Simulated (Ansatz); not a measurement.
## CH5P (SMILES C=[PH3]): the energy, rung by rung

CH5P: 7 atoms, total charge 0, spin state singlet. SMILES: `C=[PH3]`. Geometry: relaxed at GFN2-xTB.

```
atom    x (Å)    y (Å)    z (Å)
   C  -0.2817  -1.0503   0.3483
   P   0.1491   0.5299  -0.0774
   H   0.4219  -1.7700  -0.0654
   H  -1.3020  -1.2690   0.0398
   H   0.2974   1.2962  -1.2712
   H  -0.6714   1.4276   0.5752
   H   1.3867   0.8357   0.4507
```

Quantity: the energy change with the C1–H3 bond stretched from 1.088 to 2.176 Å, in eV. The values are calculated.

```csv
level,kind,program,value (eV),less FCI/STO-3G,CPU time (all runs)
PBE/STO-3G (restricted),GGA,Ansatz,5.17,+0.59,2.1 s
r2SCAN/STO-3G (restricted),meta-GGA,Ansatz,5.49,+0.91,4.6 s
B3LYP/STO-3G (restricted),global hybrid,Ansatz,5.52,+0.94,2.1 s
PBE0/STO-3G (restricted),global hybrid,Ansatz,5.81,+1.23,2 s
r2SCAN0/STO-3G (restricted),hybrid meta-GGA,Ansatz,6.00,+1.42,4.4 s
BCCD(T)/STO-3G (restricted),coupled cluster or CI,Ansatz,4.60,+0.02,0.35 s
CCSD/STO-3G (restricted),coupled cluster or CI,Ansatz,4.69,+0.11,0.24 s
CCSDT(Q)/STO-3G (restricted),coupled cluster or CI,Ansatz,4.58,0.00,0.75 s
FCI/STO-3G,exact in the basis,Ansatz,4.58,0.00,23 s
```

FCI/STO-3G is exact within its basis and frozen core, so for wave-function methods in that basis the difference is their error; functionals converge differently with the basis, so for them it is only a difference. The first shape isn't each level's own minimum. The values span 4.58 to 6.00 eV. All rows use very small basis sets, so none should be taken for the real molecule's value. In so small a basis fixed costs decide the times, and correlated methods can beat functionals. CPU times are rough (shared hosts, several kinds of processor and program).
